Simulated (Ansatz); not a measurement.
System: rhombohedral A7 Sb. Method: revPBE (Ansatz, a first-principles code, plane waves, PAW).

Settings: plane-wave cutoff 520 eV, 18×18×18 k mesh, Fermi–Dirac smearing 0.07 eV (set by the program), scalar-relativistic PAW data made under PBE.

Computed at the level's own relaxed cell.

Elastic tensor (GPa, Voigt notation, ions relaxed):

```
   77.2    23.9    16.2   -12.5     0.0     0.0
   23.9    77.2    16.2    12.5     0.0     0.0
   16.2    16.2    23.7     0.0     0.0     0.0
  -12.5    12.5     0.0    20.9     0.0     0.0
    0.0     0.0     0.0     0.0    20.9   -12.5
    0.0     0.0     0.0     0.0   -12.5    26.6
```

**Question.** Work out the Voigt, Reuss and Hill averages of the bulk and shear moduli, Young's modulus and Poisson's ratio from the printed constants.

**Answer.** K_V = [C11 + C22 + C33 + 2(C12 + C13 + C23)]/9 = [178.1 + 2 × 56.3]/9 = 32.3 GPa. G_V = [178.1 − 56.3 + 3 × 68.4]/15 = 21.8 GPa. From the compliances S = C⁻¹, K_R = 22.4 and G_R = 14.7 GPa. Hill means: K = 27.3, G = 18.2 GPa. E = 9KG/(3K + G) = 45 GPa, ν = (3K − 2G)/(6K + 2G) = 0.23, K/G = 1.50.

Note: the cell comes from a level without a dispersion term, which matters for the spacing of layers, chains or molecules.
